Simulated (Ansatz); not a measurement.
Setting up singlet BNH4 in Ansatz

BNH4: 6 atoms, total charge 0, spin state singlet. As SMILES of the parent species, `[BH2-]N`. The shape is that of a GFN2-xTB optimisation. That shape belongs to the parent species and isn't relaxed for this state.

```jsonl
{"atom": "B", "x (Å)": "-0.4092", "y (Å)": "-0.6844", "z (Å)": "0.1812"}
{"atom": "N", "x (Å)": "-0.1751", "y (Å)": "0.8689", "z (Å)": "0.0985"}
{"atom": "H", "x (Å)": "0.6202", "y (Å)": "-1.3231", "z (Å)": "0.5739"}
{"atom": "H", "x (Å)": "-0.8077", "y (Å)": "-1.1319", "z (Å)": "-0.9153"}
{"atom": "H", "x (Å)": "0.2962", "y (Å)": "1.1340", "z (Å)": "-0.7764"}
{"atom": "H", "x (Å)": "0.4756", "y (Å)": "1.1365", "z (Å)": "0.8381"}
```

Settings wanted:

```
basis set              : STO-3G
integral approximation : none
task                   : energy
method                 : DFT
functional             : SVWN5
reference              : RKS
accuracy               : high
```

Question: Give an Ansatz 0.2.0 job that does this.

Answer: One that was run (others would do as well):

molecule.yaml:
```yaml
crystal:
  periodic: [false, false, false]
  atoms:
    - symbol: B
      position_ang: [-0.409200, -0.684370, 0.181230]
    - symbol: "N"
      position_ang: [-0.175110, 0.868880, 0.098520]
    - symbol: H
      position_ang: [0.620240, -1.323070, 0.573900]
    - symbol: H
      position_ang: [-0.807710, -1.131940, -0.915350]
    - symbol: H
      position_ang: [0.296220, 1.134010, -0.776380]
    - symbol: H
      position_ang: [0.475560, 1.136490, 0.838070]
basis:
  gaussian:
    orbitals: STO-3G
hamiltonian:
  xc: {name: SVWN5}
accuracy: high
```

```bash
$ ansatz run molecule.yaml --threads 1 --pin off --max-ram 2610MiB --events-out events.jsonl --progress --plain --runs-dir runs
```

Calculated total energy: -80.12106 Eh.
